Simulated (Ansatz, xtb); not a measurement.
**CH4S2: which of two conformers lies lower**

Structure a is `SCS`, a singlet and structure b is `SCS`, a singlet. Both are isolated molecules in the gas phase, relaxed with BLYP-D3(BJ)/def2-SVP.

a (Å):

```yaml
atoms:
  - { symbol: C, position_ang: [1.0518, -0.0954, -0.0734] }
  - { symbol: S, position_ang: [1.7680, 0.2427, -1.7447] }
  - { symbol: S, position_ang: [-0.4716, 0.8286, 0.4226] }
  - { symbol: H, position_ang: [1.8310, 0.0148, 0.7020] }
  - { symbol: H, position_ang: [0.1445, 2.0353, 0.5821] }
  - { symbol: H, position_ang: [2.2395, 1.4871, -1.4438] }
  - { symbol: H, position_ang: [0.7484, -1.1587, -0.0994] }
```

b (Å):

```xyz
7

C    -0.3214   -0.0014    0.6042
S     0.5299   -1.6369    0.7061
S     0.6466    1.4821    1.1260
H    -1.2322   -0.1148    1.2222
H     1.5929   -1.2876   -0.0747
H     0.9463    1.0190    2.3739
H    -0.6370    0.2145   -0.4341
```

Energies in hartree; the thermal terms are from BLYP-D3(BJ)/def2-SVP harmonic frequencies (ideal gas, rigid rotor, one conformer each, 298.15 K, 1 atm) and include the zero-point energy:

|  | a | b |
| --- | --- | --- |
| E, CCSD(T)/def2-TZVP | −835.873627 | −835.875319 |
| zero-point energy | 0.044347 | 0.044483 |
| H(298 K) − E | 0.050191 | 0.050238 |
| G(298 K) − E | 0.016522 | 0.017443 |

Work out ΔE, ΔE₀, ΔH and ΔG for a → b in kJ/mol (1 Eh = 2625.50 kJ/mol) and the equilibrium ratio [b]/[a].

1. ΔE = −835.875319 − (−835.873627) = −0.001692 Eh = −4.44 kJ/mol.
2. ΔE₀ = ΔE + ΔZPE = −0.001692 + (+0.000136) Eh = −4.09 kJ/mol.
3. ΔH = ΔE + (+0.000047) Eh = −4.32 kJ/mol.
4. ΔG = ΔE + (+0.000921) Eh = −2.02 kJ/mol, so ΔS = (ΔH − ΔG)/T = −7.7 J/(mol K).
5. kT = 0.9442 mEh, so K = [b]/[a] = exp(−ΔG/kT) = exp(+0.82) ≈ 2.3.

The two are too close for this level to say which is favoured. An error of 4 kJ/mol in ΔG would change K by a factor of 5. Mirror images and further conformers aren't counted.

Other levels gave ΔE = −4.6 (BLYP-D3(BJ)/def2-SVP); −4.7 (HF/def2-TZVP); −4.9 (MP2/def2-TZVP) kJ/mol. The correlated steps freeze 11 core orbitals. Programs: Ansatz 0.2.0.
